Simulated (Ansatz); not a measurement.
Elastic constant C11 (GPa) of solids drawn from the class of intermetallic compounds, at two levels: PBE in Ansatz (PAW), and LDA (Ansatz, an electronic-structure program, plane waves, PAW).

```
solid                   PBE  LDA
----------------------  ---  ---
fluorite PtAl2          172    ?
fluorite AuAl2          139  162
CsCl-type CuZn          125  166
antifluorite Mg2Ge      107  120
L1₂ (Cu3Au-type) Cu3Au  180  240
L1₂ (Cu3Au-type) Al3Sc  180    ?
CsCl-type RuAl          315  356
L1₂ (Cu3Au-type) Pt3Ti  345  411
L1₂ (Cu3Au-type) Ni3Fe  276  350
CsCl-type PdIn          128  172
```

Problem. Estimate the withheld LDA values from the other rows.

Solution. One way: carry over the typical ratio. The ratios LDA / PBE of the other rows, in order: 1.121, 1.130, 1.165, 1.191, 1.268, 1.328, 1.333, 1.344; median 1.2295. Fluorite PtAl2: 172 × 1.2295 = 211 GPa; the run gives 194 GPa. L1₂ (Cu3Au-type) Al3Sc: 180 × 1.2295 = 221 GPa; the run gives 201 GPa. The ratios spread from 1.121 to 1.344, so such an estimate is rough. L1₂ (Cu3Au-type) Al3Sc lies outside that spread.

Of 10 rows, LDA is the larger in 10 and the smaller in 0.

Ansatz's runs of these crystals have no spin polarisation, but for L1₂ (Cu3Au-type) Ni3Fe.

Density-functional runs with spin start from parallel moments for L1₂ (Cu3Au-type) Ni3Fe.

Spin–orbit coupling is left out, also for the solids with elements from indium on (fluorite PtAl2, fluorite AuAl2, L1₂ (Cu3Au-type) Cu3Au, L1₂ (Cu3Au-type) Pt3Ti, CsCl-type PdIn); its size isn't shown.

Each level is taken at its own relaxed cell. Ansatz's density-functional and Hartree–Fock values are scalar-relativistic unless marked +SOC, with PAW data made under PBE.
